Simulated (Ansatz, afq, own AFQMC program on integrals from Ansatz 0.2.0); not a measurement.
BH$_{3}$⁻, doublet in aug-cc-pVDZ, levels against CCSDT(Q)

```xyz
4

B     0.0000    0.0000    0.0000
H     1.5817    0.0190    0.0042
H    -0.8073    1.3603   -0.0046
H    -0.7744   -1.3793    0.0004
```

Basis aug-cc-pVDZ. Noble-gas cores (and the filled d shells of Ga–Kr and In–Xe) are frozen. Ansatz 0.2.0 and our own AFQMC program on the same integrals; the CISD trial comes from CCSD amplitudes, and released means the phaseless constraint is let go. ± is one standard error of the sampling.

Determinant: UHF, the one that the program's search chose, which needn't be the lowest solution. The geometry is a point of a scan.

No full CI on the walks' own integrals is used here; CCSDT(Q) serves as the reference and is uncertain by about the last step of the cluster series.

The T1 diagnostic is 0.0253 and the weight of the determinant in the CISD state is 0.886. The ⟨S²⟩ of the determinant is 0.792 and the size of the correlated space is 7 electrons in 49 orbitals.

Reference: CCSDT(Q), correlation energy -4.320 eV. The released energy is read at 2.40 1/Eh (meV from the phaseless value at times in 1/Eh: -13 ± 14 at 0.24, -23 ± 11 at 0.51, -6 ± 10 at 0.99, -2 ± 14 at 1.62, 3 ± 17 at 2.40).

```csv
level,E − E(reference) (kJ/mol),share of correlation (%)
HF,416.9,0.00
MP2,99.3,76.17
CCSD,17.8,95.73
CCSD(T),3.7,99.11
CCSDT,0.5,99.88
ph-AFQMC/CISD,0.8 ± 1.3,99.81
released AFQMC,1.1 ± 1.6,99.75
```

A walk keeps the symmetry of its determinant, which the program's search chose and which needn't be the lowest solution, so a lower state of the same spin and another symmetry isn't excluded. Released energies are given only where the last usable release times agree within the noise; a slower fall can still hide under it.
